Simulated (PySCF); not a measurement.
## Computed properties of dimethyl ether (C₂H₆O), SMILES COC

dimethyl ether (C₂H₆O), SMILES COC. Coordinates come from a B3LYP-D3(BJ)/def2-TZVP optimisation. The values are those of a single conformer. All values are computed for the isolated molecule unless a solvent is named; none is compared with measurement here.

**Structure.** The optimised structure has C2v symmetry. All 21 harmonic modes at B3LYP-D3(BJ)/def2-TZVP (PySCF) are real, so it is a minimum. With heavy atoms numbered as in [CH3:1][O:2][CH3:3], the shortest bond between them is C1–O2 at 1.409 Å and the longest O2–C3 at 1.409 Å.

**Vibrations.** The strongest infrared lines (harmonic, unscaled, degenerate partners summed) lie at 3004 cm⁻¹ (141 km/mol, H 91 %, C 9 %), 1195 cm⁻¹ (98 km/mol, O 38 %, H 32 %, C 29 %), 2974 cm⁻¹ (65 km/mol, H 97 %). The softest mode is at 212 cm⁻¹ and the zero-point energy is 49.8 kcal/mol.

**Electronic structure.** B3LYP/def2-TZVPD (PySCF) places the frontier levels at -7.23 and 0.11 eV, a gap of 7.34 eV, and gives a dipole moment of 1.26 D and a mean polarisability of 34.2 bohr³. PBE/def2-TZVPD (PySCF) at the same geometry gives -5.87 and -0.20 eV, so its gap is 1.67 eV narrower. An orbital gap is neither the optical nor the fundamental gap.

**Excitations.** TDA-M06-2X/def2-SVPD (PySCF) has S1 at 7.41 eV (167 nm, f = 0.029, weak); the most intense of the 10 singlets computed lies at 9.09 eV (f = 0.07). T1 (TDA) is at 7.29 eV, 0.12 eV under S1. TDA-PBE/def2-SVPD (PySCF) puts S1 at 6.04 eV. No vertical singlet excitation falls in the visible range (under 3.1 eV).

**NMR.** GIAO shifts at PBE0/pcSseg-1 (PySCF) (non-relativistic, atoms alike by connectivity averaged): ¹³C at 62.5 ppm against TMS; ¹H at 3.2 ppm against TMS.

**Solvation.** SMD-M06-2X/def2-SVP (PySCF) gives -1.2 kcal/mol in water, -1.7 kcal/mol in acetonitrile, -1.1 kcal/mol in dimethylsulfoxide (1 M in both phases, gas-phase geometry); of these solvents acetonitrile holds the molecule best.
